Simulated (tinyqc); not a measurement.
Inside a calculation (part 2 of 2). Method: UHF in the sto-6g basis, for BH, spin multiplicity 3. This run ends on a higher stationary point, not on the lowest solution. Computed by tinyqc, a small Python program that keeps every step (integrals from PySCF). Command: `OMP_NUM_THREADS=1 python tinyqc.py 27361 27362 out.jsonl` (the two numbers bound the seeds that draw the settings). One thread of a shared host (Intel(R) Xeon(R) Processor @ 2.60GHz), about 0.1 s of CPU time with the checks.

Geometry (angstrom):
```
atom        x        y        z
B     0.00000  0.00000  0.00000
H     0.00000  0.00000  1.12700
```

## Iteration 28 (converged): orbitals

converged F(alpha) (hartree), lower triangle:
```
           1B 1s     1B 2s    1B 2px    1B 2py    1B 2pz     2H 1s
1B 1s   -7.38200
1B 2s   -2.10418  -1.05252
1B 2px   0.00000   0.00000  -0.22839
1B 2py   0.00000   0.00000   0.00000  -0.22839
1B 2pz   0.01153  -0.12892   0.00000   0.00000   0.15057
2H 1s   -0.63099  -0.61880   0.00000   0.00000  -0.20983  -0.23268
```

converged F(beta) (hartree), lower triangle:
```
           1B 1s     1B 2s   1B 2px   1B 2py    1B 2pz     2H 1s
1B 1s   -7.30803
1B 2s   -2.05046  -0.60330
1B 2px   0.00000   0.00000  0.44480
1B 2py   0.00000   0.00000  0.00000  0.44480
1B 2pz   0.00944  -0.20604  0.00000  0.00000   0.11028
2H 1s   -0.61962  -0.54690  0.00000  0.00000  -0.39145  -0.51166
```

X, lower triangle:
```
           1B 1s     1B 2s   1B 2px   1B 2py    1B 2pz    2H 1s
1B 1s    1.02910
1B 2s   -0.15178   1.19789
1B 2px   0.00000   0.00000  1.00000
1B 2py   0.00000   0.00000  0.00000  1.00000
1B 2pz  -0.01283   0.16657  0.00000  0.00000   1.16309
2H 1s    0.02435  -0.40609  0.00000  0.00000  -0.39892  1.32786
```

Diagonalise F' = X^T F X, C = X C', fill 4 alpha and 2 beta electrons from the bottom; D(s) = C_occ C_occ^T. Each column has its largest component positive (the first on a tie).

F' = X^T F X (alpha) (hartree), lower triangle:
```
          1         2         3         4         5        6
1  -7.21265
2  -1.08086  -0.44880
3   0.00000   0.00000  -0.22839
4   0.00000   0.00000   0.00000  -0.22839
5   0.00839   0.07649   0.00000   0.00000   0.36543
6  -0.10884  -0.49856   0.00000   0.00000  -0.40045  0.28421
```

orbital energies (alpha) (hartree): MO1 -7.38563, MO2 -0.57206, MO3 -0.22839, MO4 -0.22839, MO5 0.08196, MO6 0.86393

coefficients C (alpha):
```
             MO1       MO2      MO3       MO4       MO5       MO6
1B 1s    0.99325  -0.25889  0.00000   0.00000   0.12993   0.11136
1B 2s    0.02652   0.81095  0.00000   0.00000  -0.59844  -0.79633
1B 2px   0.00000   0.00000  0.00685   0.99998   0.00000   0.00000
1B 2py   0.00000   0.00000  0.99998  -0.00685   0.00000   0.00000
1B 2pz   0.00207   0.11417  0.00000   0.00000   0.63455  -1.06025
2H 1s   -0.00666   0.30883  0.00000   0.00000   0.48581   1.32530
```

F' = X^T F X (beta) (hartree), lower triangle:
```
          1         2        3        4         5         6
1  -7.14101
2  -1.10096   0.05621
3   0.00000   0.00000  0.44480
4   0.00000   0.00000  0.00000  0.44480
5   0.01386   0.06125  0.00000  0.00000   0.40805
6  -0.11018  -0.46322  0.00000  0.00000  -0.50456  -0.05037
```

orbital energies (beta) (hartree): MO1 -7.31003, MO2 -0.53842, MO3 0.23982, MO4 0.44480, MO5 0.44480, MO6 0.88150

coefficients C (beta):
```
             MO1       MO2       MO3      MO4       MO5       MO6
1B 1s    0.99521  -0.13734  -0.22957  0.00000   0.00000   0.14433
1B 2s    0.01865   0.26740   0.88454  0.00000   0.00000  -0.89239
1B 2px   0.00000   0.00000   0.00000  0.99298  -0.11830   0.00000
1B 2py   0.00000   0.00000   0.00000  0.11830   0.99298   0.00000
1B 2pz   0.00085   0.21956  -0.54108  0.00000   0.00000  -1.09492
2H 1s   -0.00357   0.73113  -0.22268  0.00000   0.00000   1.22625
```

D(alpha) after iteration 28, lower triangle:
```
           1B 1s    1B 2s   1B 2px   1B 2py   1B 2pz    2H 1s
1B 1s    1.05356
1B 2s   -0.18360  0.65835
1B 2px   0.00000  0.00000  1.00000
1B 2py   0.00000  0.00000  0.00000  1.00000
1B 2pz  -0.02750  0.09264  0.00000  0.00000  0.01304
2H 1s   -0.08657  0.25027  0.00000  0.00000  0.03524  0.09542
```

D(beta) after iteration 28, lower triangle:
```
           1B 1s    1B 2s   1B 2px   1B 2py   1B 2pz    2H 1s
1B 1s    1.00931
1B 2s   -0.01817  0.07185
1B 2px   0.00000  0.00000  0.00000
1B 2py   0.00000  0.00000  0.00000  0.00000
1B 2pz  -0.02931  0.05873  0.00000  0.00000  0.04821
2H 1s   -0.10397  0.19544  0.00000  0.00000  0.16052  0.53456
```

Within a degenerate level the vectors are fixed only up to a rotation; this is one choice.

## Convergence

Stop when the energy changes by less than 1e-10 hartree and every element of the error matrix X^T (F D S - S D F) X (for each spin) is below 3e-06.

Course of the cycle:
```
iteration  E (hartree)     change  largest element of the error matrix
1          -24.7417942          -                             1.69e-01
2          -24.8158444  -7.41e-02                             5.44e-02
3          -24.8376117  -2.18e-02                             3.67e-02
4          -24.8453565  -7.74e-03                             2.48e-02
5          -24.8486321  -3.28e-03                             1.71e-02
6          -24.8501871  -1.55e-03                             1.19e-02
7          -24.8509459  -7.59e-04                             8.25e-03
8          -24.8513134  -3.68e-04                             5.67e-03
9          -24.8514891  -1.76e-04                             3.89e-03
10         -24.8515720  -8.29e-05                             2.65e-03
11         -24.8516109  -3.88e-05                             1.80e-03
12         -24.8516289  -1.81e-05                             1.23e-03
13         -24.8516373  -8.38e-06                             8.33e-04
14         -24.8516412  -3.87e-06                             5.65e-04
15         -24.8516430  -1.79e-06                             3.83e-04
16         -24.8516438  -8.23e-07                             2.60e-04
17         -24.8516442  -3.79e-07                             1.76e-04
18         -24.8516443  -1.74e-07                             1.19e-04
19         -24.8516444  -8.03e-08                             8.10e-05
20         -24.8516445  -3.69e-08                             5.49e-05
21         -24.8516445  -1.70e-08                             3.72e-05
22         -24.8516445  -7.80e-09                             2.52e-05
23         -24.8516445  -3.59e-09                             1.71e-05
24         -24.8516445  -1.65e-09                             1.16e-05
25         -24.8516445  -7.58e-10                             7.86e-06
26         -24.8516445  -3.48e-10                             5.33e-06
27         -24.8516445  -1.60e-10                             3.61e-06
28         -24.8516445  -7.36e-11                             2.45e-06
```

PySCF UHF in the same basis, after a stability check = -25.0049891 hartree

Converged in 28 iterations. But the solution lies 0.15334 hartree above the reference: it is another stationary point, not the lowest one. Reruns (cap 100 unless said): DIIS 8: converged in 10 to a higher stationary point; damping 0.5: converged in 60 to a higher stationary point; level shift 0.5: converged in 50 to a higher stationary point; atomic densities as start, DIIS 8: converged in 10.

## Populations, bond orders and dipole

overlap S, lower triangle:
```
          1B 1s    1B 2s   1B 2px   1B 2py   1B 2pz    2H 1s
1B 1s   1.00000
1B 2s   0.26489  1.00000
1B 2px  0.00000  0.00000  1.00000
1B 2py  0.00000  0.00000  0.00000  1.00000
1B 2pz  0.00000  0.00000  0.00000  0.00000  1.00000
2H 1s   0.07957  0.50911  0.00000  0.00000  0.50848  1.00000
```

Mulliken: Z minus the diagonal of D S on the atom; Loewdin: the same with S^(1/2) D S^(1/2); Mayer order: 2 sum_s sum (D(s) S)_ij (D(s) S)_ji over the two atoms.

Charges (e):
```
atom  Mulliken   Loewdin  Mulliken spin
1B    -0.05872  -0.06675        2.47354
2H     0.05872   0.06675       -0.47354
```

Mayer bond orders:
```
pair    order
2-1   0.77231
```

dipole moment about the origin, x y z (debye): 0.00000  0.00000  -1.08500

<S^2> of the determinant (pure state: 2) = 2.26417
